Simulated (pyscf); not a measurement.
## Substitution at O: F–Ge•(F)–F + H₂O → HO–Ge(F)(F)–F + H•

Gas phase, doublet surface, charge 0. Bonds broken: O5–H6. Bonds formed: Ge2–O5. Structures and frequencies: ωB97X-D3(BJ)/def2-SVP in PySCF.

Transition state (Å):

```xyz
7

F     -0.4783    -0.2317     1.7104
Ge    -1.2389    -0.2094     0.1632
F     -1.7236    -1.8210    -0.2134
F     -2.6740     0.7112     0.3351
O     -0.3235     0.7088    -1.1840
H     -0.2984     1.7344    -2.0386
H      0.5287     0.2711    -1.3762
```

One imaginary mode, 1750i cm⁻¹; descent along it reached the two sides named, in the forms told below.

```tsv
bond	change	reactant side (Å)	saddle	product side
O5–H6	breaks	0.967	1.335	3.2
Ge2–O5	forms	2.504	1.870	1.731
```

Electronic energies relative to the separated reactants (eV):

```csv
level,barrier,reaction energy,reverse barrier
ωB97X-D3(BJ)/def2-TZVP,1.39,+0.52,0.87
PBE/def2-TZVP,1.05,+0.80,0.25
r²SCAN/def2-TZVP,1.07,+0.65,0.42
B3LYP-D3(BJ)/def2-TZVP,1.21,+0.79,0.41
PBE0-D3(BJ)/def2-TZVP,1.20,+0.62,0.58
M06-2X/def2-TZVP,1.30,+0.45,0.86
ωB97M-D3(BJ)/def2-TZVP,1.43,+0.68,0.74
HF/def2-TZVP,1.93,+0.25,1.68
```

With ωB97M-D3(BJ)/def2-TZVP energies and thermal terms (ideal gas, 1 atm, RRHO with modes under 100 cm⁻¹ raised to 100, one conformer, R ln 2 for rigid chiral ones), in eV:

```json
[
 {"T (K)": "298", "ΔH‡": "1.23", "ΔG‡": "1.63", "ΔH": "+0.50", "ΔG": "+0.61"},
 {"T (K)": "600", "ΔH‡": "1.27", "ΔG‡": "2.01", "ΔH": "+0.56", "ΔG": "+0.71"},
 {"T (K)": "900", "ΔH‡": "1.32", "ΔG‡": "2.37", "ΔH": "+0.62", "ΔG": "+0.77"},
 {"T (K)": "1200", "ΔH‡": "1.37", "ΔG‡": "2.72", "ΔH": "+0.68", "ΔG": "+0.81"}
]
```

On the reactant side the descent ends in a complex (not fully relaxed), 0.33 eV under the separated species and 1.72 eV under the saddle at ωB97X-D3(BJ)/def2-TZVP. This is the saddle that the search found; another between the same sides may lie lower. The angle at the attacked O is 148°. Elements up to Kr have no core potential and no relativistic terms here.
